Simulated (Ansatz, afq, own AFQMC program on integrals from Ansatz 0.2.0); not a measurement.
**The C2–C3 bond of C$_{3}$H$_{9}$N, singlet, worked out**

```xyz
13

C    -0.8127    0.9189   -0.6597
C    -0.0925   -0.3157   -0.1380
C     1.3899   -0.0484    0.0772
N    -0.6909   -0.7142    1.1276
H    -1.8827    0.7141   -0.8276
H    -0.7377    1.7389    0.0717
H    -0.3846    1.2571   -1.6156
H    -0.1776   -1.1049   -0.9195
H     1.8797    0.2630   -0.8579
H     1.9083   -0.9508    0.4405
H     1.5268    0.7442    0.8296
H    -1.6761   -0.9378    0.9973
H    -0.2498   -1.5643    1.4745
```

The molecule and both fragments are relaxed with PBE0/def2-SVP; the fragments keep their bonds.

Basis def2-TZVP. Noble-gas cores (and the filled d shells of Ga–Kr and In–Xe) are frozen. Integrals, coupled cluster, full CI and functionals: Ansatz 0.2.0; the random walks run on the same integrals in our own AFQMC program. The CISD trial takes its coefficients from CCSD amplitudes. Released means that phaseless walkers are propagated on without the constraint, phases kept. ± is one standard error of the sampling.

Total energies in eV. CBS is CCSD(T) at the limit of def2-TZVPP/QZVPP (extrapolated itself); the highest rung of each member is named.

Cautions: C₃H₉N (singlet): the released value is read at 0.63 1/Eh with a noise of 24 meV, more than in the cases checked, later times being too noisy (meV from the phaseless value at times in 1/Eh: 6 ± 22 at 0.21, 2 ± 26 at 0.42, -27 ± 24 at 0.63, -7 ± 57 at 0.90); C₂H₆N (doublet): the released value is read at 0.99 1/Eh with a noise of 12 meV, more than in the cases checked, later times being too noisy (meV from the phaseless value at times in 1/Eh: 11 ± 11 at 0.24, 21 ± 11 at 0.51, 34 ± 12 at 0.99, 37 ± 24 at 1.50).

```csv
member,count,CCSD(T)/def2-TZVP,highest rung in def2-TZVP,which,CCSD(T)/CBS
"C₂H₆N, doublet",+1,-3653.5922,-3653.6007 ± 0.0123,released AFQMC,-3655.8470
CH3 (doublet),+1,-1081.7482,-1081.7646,CCSDT(Q),-1082.4477
"C₃H₉N, singlet",-1,-4739.1474,-4739.2150 ± 0.0243,released AFQMC,-4742.1724
```

Question: Work out the best estimate of the bond energy: the CCSD(T)/CBS difference plus the step from CCSD(T) to the highest rung.

Answer: Sums with the counts: CCSD(T)/CBS 3.8777 eV, highest rung 3.8497 eV, CCSD(T)/def2-TZVP 3.8070 eV. The step is 3.8497 − 3.8070 = 0.0427 eV, so the best estimate is 3.8777 + (0.0427) = 3.9204 eV = 90.4 kcal/mol, with sampling noise 0.027 eV. The step is under twice that noise, so its sign is open. The basis set is worth 0.071 eV of it. Zero-point, core-correlation and spin–orbit terms aren't in it.

Best estimates are given only where the step beyond CCSD(T) is under 0.3 eV and no member's determinant is very poor (T1 over 0.05, or 0.07 for open shells, ⟨S²⟩ too high by 0.3, two states mixed), so the hardest cases are missing from such tables.

CCSDT and higher add their correlation energy to the determinant of the CCSD(T) run, since their own runs factorise the integrals more tightly (a shift of under 2 meV). Each member of a difference takes its own highest rung, so a best estimate needn't equal the limit plus the step of one row. Released energies are given only where the last usable release times agree within the noise; a slower fall can still hide under it.
